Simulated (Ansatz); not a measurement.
**Phonon frequency of some carbides, all zinc-blende**

Method: r²SCAN+rVV10 in Ansatz (plane waves, PAW). References are measured values at room or unstated temperature, uncorrected unless marked, so that the deviations hold thermal and zero-point effects besides the level's error.

Values in cm⁻¹.

```
solid          reference  r²SCAN+rVV10  deviation (%)
-------------  ---------  ------------  -------------
3C-SiC (X TA)        373           377           +1.1
3C-SiC (X TO)        761           768           +0.9
3C-SiC (X LO)        829           836           +0.8
3C-SiC (L TA)        266           271           +1.9
3C-SiC (X LA)        640           645           +0.8
3C-SiC (L TO)        766           773           +0.9
3C-SiC (L LA)        610           624           +2.3
3C-SiC (L LO)        838           846           +1.0
```

Over these 8 values the mean deviation is +1.2 %, the mean absolute deviation 1.2 % (median 0.9 %), and the worst case 3C-SiC (L LA) at +2.3 %; the value is above the reference in 8 of 8 cases.

Differences are worked out from the printed values.

Each level is taken at its own relaxed cell. Ansatz's density-functional and Hartree–Fock values are scalar-relativistic unless marked +SOC, with PAW data made under PBE.

Not in this set, of the carbides with a reference value in our tables and a result at some level: 7 for no value at r²SCAN+rVV10 (not run, a failed fit, an unstable or unbound cell, or a value held back for tests). These can be a level's best or worst cases. Solids without a released value at any level aren't counted. Layered and molecular crystals are counted apart.

References as tabulated in Wang et al. (1996), arXiv:mtrl-th/9510002.

Ansatz is an electronic-structure program.
